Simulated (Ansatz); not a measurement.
The cluster AlO₂H⁺. Total charge 1; doublet. Geometry PBE-D4/def2-TZVP, that of the neutral singlet; atoms count from 1.

```xyz
4

Al    0.0514   -0.6076   -0.0322
O     0.5199   -2.1449   -0.2008
O    -0.5351    0.9658    0.1681
H    -0.0362    1.7867    0.0650
```

The structure comes from a short search, and lower isomers may exist.

Q: Estimate the Mulliken populations from the PBE0/def2-TZVP orbitals of Ansatz.

A: 
```
atom  charge (e)  spin (α − β)
 Al1        1.02          0.04
  O2       -0.03          0.95
  O3       -0.37          0.01
  H4        0.39          0.00
```
Mulliken values and Mayer orders depend strongly on the basis.

Q: Where does the spin sit?

A: Summed by element: Al 0.04, O 0.96, H 0.00, of 1 unpaired in all. Largest on single atoms: O2 0.95, Al1 0.04, O3 0.01.

Q: And the Mayer bond orders between bonded heavy atoms (over 0.3)?

A: Al1–O2 1.45 (1.62 Å); Al1–O3 1.49 (1.69 Å).
